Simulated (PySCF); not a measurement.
Gas-phase reaction: C₃H₆ (cyclic) = C₃H₆ (propylene)

Method: PySCF energies (xtb for GFN2) plus ideal-gas RRHO corrections (1 bar). Table values come from the NASA 1993 polynomials. † marks an energy on the PBE0/def2-TZVP geometry and frequencies; other levels use their own. 6-31G* has spherical d functions here. All species are closed-shell singlets. B3LYP is the form with VWN-RPA correlation.

Levels: a) B3LYP/def2-TZVP†; b) PBE0/def2-QZVP†; c) B3LYP/6-31G*; d) PBE0/def2-SVP†; e) GFN2-xTB.

Question: Order the levels by the distance of their ΔH°(298 K) from the table for this reaction, closest first.

Answer: c (-0 kJ), a (-7 kJ), b (+15 kJ), d (+20 kJ), e (+46 kJ)

The table gives -34 kJ. The order holds for this reaction alone, and for the 1993 entries, some of which have been revised since.
